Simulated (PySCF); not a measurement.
```xyz
6
charge 0 multiplicity 1, angstrom
P     0.0000    0.0000   -0.0110
H     0.0000    0.0000    1.3925
H     1.4387    0.0000   -0.2619
H     0.0000    1.4387   -0.2619
H    -1.4387    0.0000   -0.2619
H     0.0000   -1.4387   -0.2619
```

These are results of PySCF, PBE0, basis P def2-TZVP, H def2-TZVP (no relativity, density fitting), not measurements.

This geometry of PH5 is a stationary point at this level.

(1) What is the point group?

(2) Is it a minimum?

(3) List the harmonic modes with their infrared intensities.

(4) What are the dipole moment and the gap between the highest occupied and lowest empty levels?

(5) Give the atomic charges and bond orders.

Results:

(1) C4v.

(2) No: it has 1 imaginary mode, at 286i cm⁻¹ (b1).

(3) 
| symmetry | ω (cm⁻¹) | IR (km/mol, summed over degenerate members) | type |
| --- | --- | --- | --- |
| b1 | 286i | – | bend |
| e | 992 | 32.2 | bend |
| a1 | 1051 | 59.1 | bend |
| e | 1341 | 359 | bend |
| b2 | 1589 | 0.0 | bend |
| b1 | 1913 | 0.0 | stretch |
| e | 2088 | 847 | stretch |
| a1 | 2219 | 13.0 | stretch |
| a1 | 2519 | 8.5 | stretch |

(4) 0.30 D and 5.79 eV.

(5) 
```tsv
atom	Mulliken	Löwdin	polar tensor	Mayer order to P1
P1	-0.13	0.14	1.18	–
H2	0.10	0.03	-0.07	0.96
H3,4,5,6	0.01	-0.04	-0.28	0.87
```

This need not be the most stable arrangement of these atoms. At this level a singlet minimum of D3h symmetry lies 6 kJ/mol below this structure.
